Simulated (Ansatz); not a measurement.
**Niobium, bcc under LDA: how the plane-wave cutoff moves the result**

Aim: find which plane-wave cutoff is enough for energy and pressure. The geometry was relaxed under LDA beforehand and stays fixed; 9 values are run, from 150 to 800 eV. Wanted are the values from which on the energy stays within 10 and 1 meV/atom, and the pressure within 0.5 GPa, of the last run. Within the series other settings stay, but some runs also write fields, which adds to their time. Spin polarisation is left out.

Program: Ansatz 0.2.0. Level of theory: DFT LDA, plane waves with PAW, scalar-relativistic. These are calculated values, not measurements.

## Step 1: The starting structure

It takes space group Im-3m (No. 229, cubic). Conventional cell: a = 3.246 Å, b = 3.246 Å, c = 3.246 Å, α = 90.00°, β = 90.00°, γ = 90.00°. Nb (site symmetry m-3m) is surrounded by 8 Nb at 2.81 Å.

As a file:

```
CELL_PARAMETERS angstrom
-1.62311 1.62311 1.62311
1.62311 -1.62311 1.62311
1.62311 1.62311 -1.62311
ATOMIC_POSITIONS crystal
Nb 0.00000 0.00000 0.00000
```

## Step 2: The usual settings first

Contents of input.yaml:

```yaml
crystal:
  lattice:
    - [-1.6231103068, 1.6231103068, 1.6231103068]
    - [1.6231103068, -1.6231103068, 1.6231103068]
    - [1.6231103068, 1.6231103068, -1.6231103068]
  atoms:
    - { symbol: Nb, position: [0.0, 0.0, 0.0] }
hamiltonian:
  xc: lda
  pseudopotentials:
    kind: paw
    azcp:
      Nb: "pseudopotentials/Nb.paw.azcp"
basis:
  ecutwfc: 420
  fft_grid_basis: typed
kpoints:
  mp_grid: { grid: [22, 22, 22], shift: [0, 0, 0] }
magnetization:
  spin_polarized: false
scf:
  occupations: { method: fermi_dirac, width: 0.1 }
  lower_state_search: "off"
output:
  stress: true
```

Started as:

```console
> ansatz run input.yaml --threads 2 --pin off --max-ram 5120MiB --backend cpu --events-out ev --progress --plain --runs-dir out
```

## Step 3: With a cutoff of 150 eV

The run at 150 eV.

input.yaml, as its differences from that of step 2:

```diff
@@ -14,6 +14,6 @@
 basis:
-  ecutwfc: 420
+  ecutwfc: 150
   fft_grid_basis: typed
 kpoints:
-  mp_grid: { grid: [22, 22, 22], shift: [0, 0, 0] }
+  mp_grid: { grid: [14, 14, 14], shift: [0, 0, 0] }
 magnetization:
```

## Step 4: With a cutoff of 200 eV

The run at 200 eV.

input.yaml, as its differences from that of step 3:

```diff
@@ -14,3 +14,3 @@
 basis:
-  ecutwfc: 150
+  ecutwfc: 200
   fft_grid_basis: typed
```

## Step 5: With a cutoff of 250 eV

The run at 250 eV.

input.yaml, as its differences from that of step 4:

```diff
@@ -14,3 +14,3 @@
 basis:
-  ecutwfc: 200
+  ecutwfc: 250
   fft_grid_basis: typed
```

## Step 6: With a cutoff of 300 eV

The run at 300 eV.

input.yaml, as its differences from that of step 5:

```diff
@@ -14,3 +14,3 @@
 basis:
-  ecutwfc: 250
+  ecutwfc: 300
   fft_grid_basis: typed
```

## Step 7: With a cutoff of 350 eV

The run at 350 eV.

input.yaml, as its differences from that of step 6:

```diff
@@ -14,3 +14,3 @@
 basis:
-  ecutwfc: 300
+  ecutwfc: 350
   fft_grid_basis: typed
@@ -25 +25,5 @@
   stress: true
+  write_density: true
+  write_potential: true
+  elf: true
+  volumetric_format: npy
```

## Step 8: With a cutoff of 420 eV

The run at 420 eV.

input.yaml, as its differences from that of step 7:

```diff
@@ -14,3 +14,3 @@
 basis:
-  ecutwfc: 350
+  ecutwfc: 420
   fft_grid_basis: typed
@@ -25,5 +25 @@
   stress: true
-  write_density: true
-  write_potential: true
-  elf: true
-  volumetric_format: npy
```

## Step 9: With a cutoff of 500 eV

The run at 500 eV.

input.yaml, as its differences from that of step 8:

```diff
@@ -14,3 +14,3 @@
 basis:
-  ecutwfc: 420
+  ecutwfc: 500
   fft_grid_basis: typed
```

## Step 10: With a cutoff of 600 eV

The run at 600 eV.

input.yaml, as its differences from that of step 9:

```diff
@@ -14,3 +14,3 @@
 basis:
-  ecutwfc: 500
+  ecutwfc: 600
   fft_grid_basis: typed
@@ -25 +25,5 @@
   stress: true
+  write_density: true
+  write_potential: true
+  elf: true
+  volumetric_format: npy
```

## Step 11: With a cutoff of 800 eV

The run at 800 eV.

input.yaml, as its differences from that of step 10:

```diff
@@ -14,3 +14,3 @@
 basis:
-  ecutwfc: 600
+  ecutwfc: 800
   fft_grid_basis: typed
@@ -25,5 +25 @@
   stress: true
-  write_density: true
-  write_potential: true
-  elf: true
-  volumetric_format: npy
```

(Steps that only read results are left out.)

Before running it: what results should come out?

The runs gave:

| quantity | value |
| --- | --- |
| E(σ → 0) stays within 10 meV/atom of 800 eV | from 350 eV on |
| E(σ → 0) stays within 1 meV/atom | from 420 eV on |
| pressure stays within 0.5 GPa | from 250 eV on |
| pressure at 800 eV | 0.51 GPa |
| CPU time, dearest over cheapest | 3.6 |
| run at the usual settings (mesh 22×22×22 against the series' 14×14×14, 420 eV) | -4.8 meV/atom from 800 eV, 0.45 GPa |

The far end, 150 eV, lies +12516 meV/atom and -29.3 GPa from the yardstick. The energy falls at each step up in cutoff, as the variational principle asks. 1 meV/atom is reached at 420 eV; energy differences often converge earlier, as errors cancel. The cell taken over is 5 % smaller than the measured one (17.98 Å³/atom, COD).
